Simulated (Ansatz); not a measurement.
Mulliken charges of C2HCl3, SMILES `ClC=C(Cl)Cl` from r2SCAN/def2-TZVPP in Ansatz (PBE0-D4/def2-TZVP geometry).

```csv
atom,x (Å),y (Å),z (Å),charge (e)
Cl1,-0.079,-1.862,1.064,-0.060
C2,0.275,-0.259,0.613,-0.025
C3,-0.162,0.309,-0.506,0.062
Cl4,-1.138,-0.478,-1.657,-0.038
Cl5,0.253,1.932,-0.865,-0.055
H6,0.893,0.295,1.306,0.116
```

**Question.** By hand: the dipole of these point charges (1 e Å = 4.8032 D).

**Answer.** Σ q r = (0.121, 0.083, 0.152) e Å, of length 0.211 e Å = 1.01 D.

**Question.** How does the dipole of the full density compare? (Estimate.)

**Answer.** Ansatz gave: (0.095, 0.083, 0.108) e Å, 0.80 D; the point charges give 1.26 times that, at 7° from its direction.

Point charges leave out the atoms' own dipoles, such as those of lone pairs, and Mulliken's split depends on the basis, so the two needn't agree.
